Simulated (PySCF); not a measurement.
PySCF input:

```python
from pyscf import gto, scf, dft

mol = gto.M(
    atom='''
    N    -1.17990933   -0.14325443   -0.00489813
    N    -0.09167394    0.33877156    0.01039406
    O     1.11263537   -0.17107749   -0.00480894
    ''',
    basis='def2-tzvpd',
    charge=-1,
    spin=1,
    verbose=4,
)

mf = scf.UHF(mol).density_fit(auxbasis='def2-universal-jkfit')
mf.conv_tol = 1e-9
mf.max_cycle = 100
mf.max_memory = 1500
mf.kernel()
if not mf.converged:
    mf = mf.newton()
    mf.kernel(mf.make_rdm1())
for _ in range(2):
    mo, _, stable, _ = mf.stability(return_status=True)
    if stable:
        break
    mf.kernel(mf.make_rdm1(mo, mf.mo_occ))
mf.analyze()
```

Problem. Which total energy does the run end on?

Solution. -183.73865 Eh (HF/def2-TZVPD).

The determinant is spin-contaminated: <S^2> is 0.86 against 0.75 for a pure state.
